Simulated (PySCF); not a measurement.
Species: Si(NH2)2H2.
Z-matrix (Å and degrees, PBE0-D3(BJ)/def2-SVP geometry), rows numbered from 1:
```
Si
N   1  1.7231
H   2  1.0131  1  121.54
H   2  1.0122  1  120.83  3  -151.68
N   1  1.7240  2  108.57  3   -57.46
H   5  1.0130  1  121.71  2   -58.88
H   5  1.0126  1  120.20  2   150.86
H   1  1.5015  2  103.22  3   176.91
H   1  1.5016  2  117.63  3    59.01
```

Computed with PySCF 2.14.0, PBE0-D3(BJ)/def2-SVP geometry optimisation, gas phase.

Take the most abundant isotopes and a rigid rotor. The values belong to one conformer.

Problem. What are A, B and C (GHz)?

Solution. Ia = 25.26, Ib = 74.48, Ic = 91.15 u·Å²; 505379 MHz·u·Å²/I gives 20005, 6785 and 5544 MHz, that is A = 20.005, B = 6.7851, C = 5.5444 GHz.

Problem. What kind of rotor is it?

Solution. An asymmetric top. Ray's parameter κ = (2B − A − C)/(A − C) = -0.828; −1 is the prolate and +1 the oblate limit.

Problem. What does the inertial defect say?

Solution. Not planar: Δ = Ic − Ia − Ib = -8.60 u·Å². For a rigid frame Δ = −2 Σ m c², so Σ m c² = 4.30 u·Å² lies off the ab plane, practically all of it from hydrogen. The atom farthest from that plane is 1.19 Å away.

Problem. Which types of transition are allowed, and where do some lines up to J = 4 fall?

Solution. The dipole components are |μa| = 0.00 D, |μb| = 0.85 D, |μc| = 0.00 D; the symmetry axis of this C2 structure is b, so μa and μc vanish by symmetry and there are no a-type or c-type lines. Some lines, for components of 0.1 D or more:

| type | branch | J(Ka,Kc) | MHz | lower level (cm⁻¹) |
| --- | --- | --- | --- | --- |
| b | R | 4(1,3) ← 3(2,2) | 13770 | 4.314 |
| b | Q | 1(1,0) ← 1(0,1) | 14460 | 0.411 |
| b | Q | 3(1,2) ← 3(0,3) | 17922 | 2.454 |
| b | Q | 4(1,3) ← 4(0,4) | 21037 | 4.072 |
| b | R | 3(0,3) ← 2(1,2) | 24596 | 1.633 |
| b | R | 1(1,1) ← 0(0,0) | 25549 | 0.000 |
| b | Q | 4(2,2) ← 4(1,3) | 36708 | 4.774 |
| b | Q | 3(2,1) ← 3(1,2) | 38265 | 3.052 |
| b | R | 3(1,3) ← 2(0,2) | 47139 | 1.231 |
| b | Q | 4(2,3) ← 4(1,4) | 47865 | 4.360 |
| b | R | 2(2,1) ← 1(1,0) | 65558 | 0.894 |
| b | R | 2(2,0) ← 1(1,1) | 66882 | 0.852 |
| b | Q | 4(3,1) ← 4(2,2) | 68270 | 5.998 |
| b | Q | 3(3,1) ← 3(2,2) | 69249 | 4.314 |
| b | R | 3(2,2) ← 2(1,1) | 76647 | 1.758 |
| b | R | 3(2,1) ← 2(1,2) | 80783 | 1.633 |
| b | R | 4(2,3) ← 3(1,2) | 87104 | 3.052 |
| b | Q | 4(4,1) ← 4(3,2) | 96736 | 8.274 |
| b | R | 3(3,1) ← 2(2,0) | 106154 | 3.083 |
| b | R | 3(3,0) ← 2(2,1) | 106241 | 3.080 |
| b | R | 4(4,1) ← 3(3,0) | 146207 | 6.624 |

Problem. Estimate the classical rotational partition function at 50 K, 100 K and 500 K.

Solution. Point group C2, symmetry number σ = 2; q = (√π/σ)·√((kT/h)³/(ABC)), k/h = 20836.6 MHz/K: 1090 at 50 K, 3070 at 100 K, 34400 at 500 K.

Not checked by PBE0-D3(BJ)/def2-SVP frequencies. No vibrational averaging or centrifugal distortion is included, and the geometry carries the error of its method. A rigid rotor knows nothing of inversion at nitrogen, which can split or shift real lines. Quadrupole hyperfine structure (14N) is left out.
